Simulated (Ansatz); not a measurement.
Process, species as SMILES: ClF (F-Cl) → F atom + Cl atom
B3LYP-D3(BJ)/def2-TZVP geometries, fixed; electronic energies without zero-point terms.

Energies in hartree at PBE with Ansatz (a quantum-chemistry and plane-wave program); the bond dissociation energy is their sum with the coefficients shown, times 627.509 kcal/mol a hartree. All functions are spherical. The program fits the integrals of some runs and decomposes those of others, by size. Open shells are unrestricted. No added dispersion term, no relativity.

```tsv
species	coefficient	part	aug-cc-pV(D+d)Z	aug-cc-pV(T+d)Z	aug-cc-pV(Q+d)Z
FCl (F-Cl)	-1	PBE	-559.70371	-559.74657	-559.75833
F atom	+1	PBE	-99.63925	-99.66542	-99.67312
Cl atom	+1	PBE	-459.95231	-459.96634	-459.96969
```

### Question
Predict the bond dissociation energy in aug-cc-pV(5+d)Z (X = 5): let each PBE step shrink by the ratio of the last two. Compare with the run.

### Answer

- FCl (F-Cl): steps -0.04286 and -0.01176, ratio 0.274, so PBE -559.76155 (run: -559.76400).
- F atom: steps -0.02617 and -0.00770, ratio 0.294, so PBE -99.67538 (run: -99.67558).
- Cl atom: steps -0.01403 and -0.00335, ratio 0.239, so PBE -459.97049 (run: -459.97282).
Predicted 72.59 kcal/mol; the run in aug-cc-pV(5+d)Z gives 72.54, a miss of 0.05. Keeping the value in aug-cc-pV(Q+d)Z, 72.49, would miss by -0.05. All sums are of the energies as printed.
